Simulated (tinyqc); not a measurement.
ROHF in the sto-6g basis, for CH3, spin multiplicity 2, step by step (part 3 of 3). Computed by tinyqc, a small Python program that keeps every step (integrals from PySCF). Command: `OMP_NUM_THREADS=1 python tinyqc.py 29327 29328 out.jsonl` (the two numbers bound the seeds that draw the settings). One thread of a shared host (Intel(R) Xeon(R) Processor @ 2.60GHz), about 0.2 s of CPU time with the checks.

Geometry (angstrom):
```
atom          x          y         z
C      0.000000   0.000000  0.035000
H      1.161000   0.000000  0.000000
H     -0.580000   1.005000  0.000000
H     -0.580000  -1.005000  0.000000
```

## Iteration 8 (converged): orbitals

converged F (hartree), lower triangle:
```
             1C 1s      1C 2s     1C 2px     1C 2py     1C 2pz      2H 1s      3H 1s      4H 1s
1C 1s   -11.139381
1C 2s    -2.857404  -1.381154
1C 2px    0.000007   0.000138  -0.225839
1C 2py    0.000000   0.000000   0.000000  -0.226132
1C 2pz    0.001948   0.014981  -0.000008   0.000000  -0.006662
2H 1s    -0.649574  -0.642351  -0.414666   0.000000   0.017529  -0.408181
3H 1s    -0.650521  -0.642923   0.207371  -0.359288   0.017544  -0.174662  -0.408692
4H 1s    -0.650521  -0.642923   0.207371   0.359288   0.017544  -0.174662  -0.174786  -0.408692
```

X:
```
                1          2          3          4          5          6          7          8
1C 1s   -0.328926   0.000000  -0.000696   0.953214   0.186120   0.000051   0.000000   0.167417
1C 2s    1.380593   0.000000   0.002139  -0.019474   0.023665   0.000143   0.000000   0.461600
1C 2px  -0.002107   0.000000   1.060001   0.000092   0.000010   0.610827   0.000000  -0.000156
1C 2py   0.000000   1.060454   0.000000   0.000000   0.000000   0.000000   0.610770   0.000000
1C 2pz  -0.037371   0.000000  -0.000048  -0.198061   0.979841   0.000000   0.000000  -0.012384
2H 1s   -0.647978   0.000000  -0.966020  -0.170787  -0.033419   0.447495   0.000000   0.298584
3H 1s   -0.651147  -0.836016   0.481388  -0.170741  -0.033412  -0.223508   0.387369   0.298857
4H 1s   -0.651147   0.836016   0.481388  -0.170741  -0.033412  -0.223508  -0.387369   0.298857
```

Diagonalise F' = X^T F X, C = X C', fill 5 alpha and 4 beta electrons from the bottom; D(s) = C_occ C_occ^T. Each column has its largest component positive (the first on a tie).

F' = X^T F X (hartree), lower triangle:
```
           1         2         3          4          5          6          7          8
1   0.424501
2   0.000000  0.692852
3  -0.000842  0.000000  0.692289
4   1.031061  0.000000  0.002889  -9.457326
5   0.195043  0.000000  0.000561  -1.917816  -0.395485
6  -0.000139  0.000000  0.076790  -0.000769  -0.000156  -0.494356
7   0.000000  0.076769  0.000000   0.000000   0.000000   0.000000  -0.494574
8   0.134853  0.000000  0.000557  -3.238232  -0.655153  -0.000247   0.000000  -1.978652
```

orbital energies (hartree): MO1 -11.141929, MO2 -0.815518, MO3 -0.499516, MO4 -0.499304, MO5 -0.006660, MO6 0.557143, MO7 0.697241, MO8 0.697795

coefficients C:
```
              MO1        MO2        MO3        MO4        MO5        MO6        MO7        MO8
1C 1s    0.995594  -0.211844   0.000000  -0.000056  -0.011969  -0.207967   0.000377   0.000000
1C 2s    0.020253   0.669839   0.000000   0.000299   0.058427   1.291332  -0.002694   0.000000
1C 2px  -0.000003  -0.000181   0.000000   0.541394  -0.000005   0.001771   1.097089   0.000000
1C 2py   0.000000   0.000000   0.541373   0.000000   0.000000   0.000000   0.000000   1.097505
1C 2pz  -0.000338  -0.017426   0.000000  -0.000002   0.998506  -0.059572   0.000118   0.000000
2H 1s   -0.003870   0.223255   0.000000   0.508596  -0.016239  -0.702698  -0.932836   0.000000
3H 1s   -0.003874   0.223563   0.440283  -0.254100  -0.016240  -0.700727   0.468427  -0.809401
4H 1s   -0.003874   0.223563  -0.440283  -0.254100  -0.016240  -0.700727   0.468427   0.809401
```

D(alpha) after iteration 8, lower triangle:
```
            1C 1s     1C 2s     1C 2px     1C 2py     1C 2pz      2H 1s      3H 1s     4H 1s
1C 1s    1.036229
1C 2s   -0.122437  0.452508
1C 2px   0.000005  0.000040   0.293108
1C 2py   0.000000  0.000000   0.000000   0.293085
1C 2pz  -0.008596  0.046661  -0.000003   0.000000   0.997318
2H 1s   -0.050982  0.148670   0.275311   0.000000  -0.020105   0.308791
3H 1s   -0.051009  0.148648  -0.137608   0.238357  -0.020110  -0.079044   0.308675
4H 1s   -0.051009  0.148648  -0.137608  -0.238357  -0.020110  -0.079044  -0.079023  0.308675
```

D(beta) after iteration 8, lower triangle:
```
            1C 1s      1C 2s     1C 2px     1C 2py     1C 2pz      2H 1s      3H 1s     4H 1s
1C 1s    1.036086
1C 2s   -0.121738   0.449095
1C 2px   0.000005   0.000041   0.293108
1C 2py   0.000000   0.000000   0.000000   0.293085
1C 2pz   0.003355  -0.011679   0.000002   0.000000   0.000304
2H 1s   -0.051177   0.149618   0.275311   0.000000  -0.003890   0.308528
3H 1s   -0.051203   0.149597  -0.137608   0.238357  -0.003894  -0.079308   0.308411
4H 1s   -0.051203   0.149597  -0.137608  -0.238357  -0.003894  -0.079308  -0.079287  0.308411
```

## Convergence

Stop when the energy changes by less than 1e-08 hartree and every element of the error matrix X^T (F D S - S D F) X is below 3e-05.

Course of the cycle:
```
iteration   E (hartree)     change  largest element of the error matrix
1          -36.92828972          -                             9.25e-01
2          -39.38817999  -2.46e+00                             2.04e-01
3          -39.43644819  -4.83e-02                             1.69e-02
4          -39.43685190  -4.04e-04                             2.33e-03
5          -39.43688397  -3.21e-05                             8.99e-04
6          -39.43688759  -3.62e-06                             9.58e-05
7          -39.43688762  -3.84e-08                             6.11e-06
8          -39.43688762  -5.53e-11                             9.41e-08
```

PySCF ROHF in the same basis = -39.43688762 hartree

Converged in 8 iterations.

## Populations, bond orders and dipole

overlap S, lower triangle:
```
           1C 1s     1C 2s     1C 2px     1C 2py     1C 2pz     2H 1s     3H 1s     4H 1s
1C 1s   1.000000
1C 2s   0.243228  1.000000
1C 2px  0.000000  0.000000   1.000000
1C 2py  0.000000  0.000000   0.000000   1.000000
1C 2pz  0.000000  0.000000   0.000000   0.000000   1.000000
2H 1s   0.054835  0.451045   0.441729   0.000000  -0.013317  1.000000
3H 1s   0.054916  0.451401  -0.220915   0.382792  -0.013331  0.117950  1.000000
4H 1s   0.054916  0.451401  -0.220915  -0.382792  -0.013331  0.117950  0.117997  1.000000
```

Mulliken: Z minus the diagonal of D S on the atom; Loewdin: the same with S^(1/2) D S^(1/2); Mayer order: 2 sum_s sum (D(s) S)_ij (D(s) S)_ji over the two atoms.

Charges (e):
```
atom   Mulliken    Loewdin  Mulliken spin
1C    -0.142862  -0.073967       0.999626
2H     0.047552   0.024614       0.000125
3H     0.047655   0.024676       0.000124
4H     0.047655   0.024676       0.000124
```

Mayer bond orders:
```
pair     order
2-1   0.979099
3-1   0.979093
3-2   0.009320
4-1   0.979093
4-2   0.009320
4-3   0.009316
```

dipole moment about the origin, x y z (debye): -0.000163  0.000000  -0.045136
